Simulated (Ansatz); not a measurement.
## [H···H···CH2], triplet along the distance H1-H2

All five atoms lie in one plane.

Starting geometry:

```yaml
atoms:
  - { symbol: H, position_ang: [-1.9595, 0.0000, 0.0000] }
  - { symbol: H, position_ang: [-1.2145, 0.0000, 0.0000] }
  - { symbol: C, position_ang: [0.1685, 0.0000, 0.0000] }
  - { symbol: H, position_ang: [0.5830, 0.0000, 0.9962] }
  - { symbol: H, position_ang: [0.5830, 0.0000, -0.9962] }
```

From there H2 is moved from one fragment to the other while all else, the fragments' distance too, stays fixed; atoms are numbered as listed. Energies are in kJ/mol, counted from the starting geometry at the same level. Kohn–Sham curves are unrestricted where that lies lower.

Basis cc-pVTZ; Ansatz 0.2.0. Only valence electrons are correlated (noble-gas cores frozen). Prefix R: restricted or restricted open-shell reference; prefix U: unrestricted.

Full CI isn't at hand for all of this; UCCSDT(Q) serves as the reference, and is uncertain by about the last step of the cluster series.

| distance H1-H2 (Å) | PBE |
| --- | --- |
| 0.745 | 0.0 |
| 0.787 | -9.0 |
| 0.871 | -20.3 |
| 0.954 | -25.8 |
| 1.038 | -23.0 |

Q: Estimate the UCCSDT(Q) curve in cc-pVTZ from this one, knowing how PBE errs.

A: The computed UCCSDT(Q) values, in kJ/mol from the starting point, and the error of PBE against them:
```
distance H1-H2 (Å)  UCCSDT(Q)  PBE less UCCSDT(Q)
             0.745        0.0                 0.0
             0.787       -6.0                -3.0
             0.871      -14.2                -6.1
             0.954      -20.7                -5.0
             1.038      -22.1                -0.9
```

The error spans 6.1 kJ/mol and is largest, -6.1 kJ/mol, at 0.871 Å.
